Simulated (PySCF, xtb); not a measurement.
Relative energy of two isomers of CHBN

Structure a: `[BH][N+]#[C-]`, a doublet. Structure b: `B1[C]=N1`, a doublet. Both are isolated molecules in the gas phase, relaxed with B3LYP-D3(BJ)/def2-SVP.

a (Å):

```csv
atom,x (Å),y (Å),z (Å)
C,-3.8349,-1.8085,1.0298
B,-1.6407,-0.5289,0.5933
N,-2.7915,-1.2625,0.8227
H,-0.5253,-0.8991,0.3678
```

b (Å):

```xyz
4

C    -3.2468   -0.7114    0.9399
B    -1.7757   -1.1082    0.9099
N    -2.7803   -1.2662   -0.0974
H    -0.6439   -1.2708    1.2292
```

Quicker runs give these differences E(b) − E(a): GFN2-xTB +13.6 kcal/mol; HF/STO-3G +2.4 kcal/mol (at GFN2-xTB geometries); r2SCAN-D4/def2-SVP −4.8 kcal/mol (at GFN2-xTB geometries).

**Question.** Estimate which is lower in electronic energy at CCSD(T)/def2-SVP, and by roughly how much.

**Answer.** The CCSD(T)/def2-SVP calculation puts structure a lower, by 2.5 kcal/mol.

The same difference at several levels:

```json
{"level": "GFN2-xTB", "geometry": "GFN2-xTB", "E(b) − E(a) (kcal/mol)": "+13.6", "departure from the last row (kcal/mol)": "+11.1", "job, with rough time for the two": "optimisation, 0.058 s"}
{"level": "HF/STO-3G", "geometry": "GFN2-xTB", "E(b) − E(a) (kcal/mol)": "+2.4", "departure from the last row (kcal/mol)": "0.0", "job, with rough time for the two": "single point, 1.2 s"}
{"level": "r2SCAN-D4/def2-SVP", "geometry": "GFN2-xTB", "E(b) − E(a) (kcal/mol)": "−4.8", "departure from the last row (kcal/mol)": "−7.2", "job, with rough time for the two": "single point, 45 s"}
{"level": "B3LYP-D3(BJ)/def2-SVP", "geometry": "B3LYP-D3(BJ)/def2-SVP", "E(b) − E(a) (kcal/mol)": "+3.8", "departure from the last row (kcal/mol)": "+1.3", "job, with rough time for the two": "optimisation, 74 s"}
{"level": "HF/def2-SVP", "geometry": "B3LYP-D3(BJ)/def2-SVP", "E(b) − E(a) (kcal/mol)": "+12.7", "departure from the last row (kcal/mol)": "+10.2", "job, with rough time for the two": "part of the CCSD(T) run"}
{"level": "MP2/def2-SVP", "geometry": "B3LYP-D3(BJ)/def2-SVP", "E(b) − E(a) (kcal/mol)": "−0.1", "departure from the last row (kcal/mol)": "−2.5", "job, with rough time for the two": "part of the CCSD(T) run"}
{"level": "CCSD(T)/def2-SVP", "geometry": "B3LYP-D3(BJ)/def2-SVP", "E(b) − E(a) (kcal/mol)": "+2.5", "departure from the last row (kcal/mol)": "", "job, with rough time for the two": "single point, 7.5 s"}
```

As drawn, b has 1 C–B, 1 C=N in place of 1 C≡N. Structure a has no ring, b a 3-membered ring.

r2SCAN-D4/def2-SVP puts the two in the other order. MP2/def2-SVP finds them nearly level. The largest departure from CCSD(T)/def2-SVP is that of GFN2-xTB, 11.1 kcal/mol.

With harmonic frequencies from B3LYP-D3(BJ)/def2-SVP (ideal gas, rigid rotor, one conformer each, 298.15 K, 1 atm): the zero-point term adds +0.9 kcal/mol; ΔH is +3.0 and ΔG +3.2 kcal/mol.

Open shells are spin-unrestricted, with notable spin contamination under HF/STO-3G. The correlated steps freeze 3 core orbitals. Codes used: PySCF 2.14.0, xtb 6.7.1; the last row on 2 threads of Arm Neoverse V2 on a shared host.
